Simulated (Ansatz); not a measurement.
Mulliken charges of C2H2O2, SMILES `OC#CO` from PBE/def2-TZVPP in Ansatz (PBE0-D4/def2-TZVP geometry).

| atom | x (Å) | y (Å) | z (Å) | charge (e) |
| --- | --- | --- | --- | --- |
| O1 | 1.163 | 0.386 | -1.488 | -0.237 |
| C2 | 0.447 | 0.089 | -0.430 | 0.008 |
| C3 | -0.172 | -0.080 | 0.579 | 0.008 |
| O4 | -0.772 | -0.363 | 1.712 | -0.237 |
| H5 | 0.967 | -0.236 | -2.198 | 0.228 |
| H6 | -1.591 | 0.141 | 1.779 | 0.228 |

Task: By hand: the dipole of these point charges (1 e Å = 4.8032 D).

Result: Σ q r = (-0.233, -0.027, -0.147) e Å, of length 0.277 e Å = 1.33 D.

Task: How does the dipole of the full density compare? (An estimate is asked.)

Result: Computed: (-0.343, -0.040, -0.217) e Å, 1.96 D; the point charges give 0.68 times that, at 0° from its direction.

Point charges leave out the atoms' own dipoles, such as those of lone pairs, and Mulliken's split depends on the basis, so the two needn't agree.
